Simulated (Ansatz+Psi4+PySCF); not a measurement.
doublet CH4O(+): levels of theory in one basis

```xyz
6

C    -0.0710    0.6721    0.0164
O    -0.0393   -0.7668   -0.0278
H    -1.1128    0.9601    0.0203
H     0.8748   -1.0235   -0.0163
H     0.4459    1.0970    0.9151
H     0.4538    1.0960   -0.9112
```

Basis set: cc-pVTZ (spherical functions). Left uncorrelated: 2 orbitals. Correlation on ROHF uses semicanonical orbitals with singles. Charge 1, multiplicity 2.

Computed with Ansatz (development build ahead of 0.2.0) and Psi4 1.11; each method stands on the lowest determinant of its kind that the runs found.

```tsv
method	E − E(ROHF) (eV)	<S²> of the determinant
ROHF	0.00	0.75
UHF	-0.18	0.76
ROHF-MP2	-10.21	–
UHF-MP2	-10.21	0.76
```
